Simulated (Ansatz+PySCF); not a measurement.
## singlet CO: levels of theory in one basis

```yaml
atoms:
  - { symbol: C, position_ang: [0.0000, 0.0000, -1.2892] }
  - { symbol: O, position_ang: [0.0000, 0.0000, 0.9669] }
```

Basis set: 6-31G (spherical functions). Left uncorrelated: 2 orbitals. Charge 0, multiplicity 1.

Computed with Ansatz (development build ahead of 0.2.0); each method stands on the lowest determinant of its kind that the runs found. NEVPT2 correlates all electrons. Active spaces start from the frontier orbitals, and the lowest solution found is given.

```csv
method,E − E(RHF) (eV),<S²> of the determinant
RHF,0.00,0.00
UHF,-4.79,1.99
RHF-MP2,-3.56,–
UHF-MP2,-6.90,1.99
RHF-CCSD,-4.26,–
RHF-CCSD(T),-4.50,–
UHF-CCSD(T),-8.24,1.99
RHF-CCSDT(Q),-4.57,–
"CASSCF(10,8)",-6.13,–
"SC-NEVPT2(10,8)",-7.97,–
```

**Question.** What does full CI (lowest root of this spin) give on the same scale?

**Answer.** -8.61 eV.

At such a shape the full CI root can have another spatial symmetry than the determinants, so the rows needn't describe one state.

**Question.** Is a single determinant a sound starting point here?

**Answer.** It is doubtful. Unrestricted orbitals lower Hartree–Fock by 4.79 eV and <S²> is 1.99 where a pure state has 0.00, a sign of strong static correlation. The CASSCF(10,8) natural occupations are 2.00, 1.96, 1.68, 1.58, 1.58, 0.43, 0.43, 0.33.

Caution: another spin multiplicity may lie lower. Caution for RHF, RHF-MP2, RHF-CCSD, RHF-CCSD(T), RHF-CCSDT(Q): an unrestricted determinant lies well below. Caution for UHF, UHF-MP2, UHF-CCSD(T): the unrestricted determinant is a mixture of spin states. Caution for RHF-MP2, RHF-CCSD, RHF-CCSD(T), RHF-CCSDT(Q): bonds are stretched, where a single reference can fail. Caution for UHF-MP2, UHF-CCSD(T): large amplitudes, a single reference is doubtful; a plain start can end on a higher determinant.
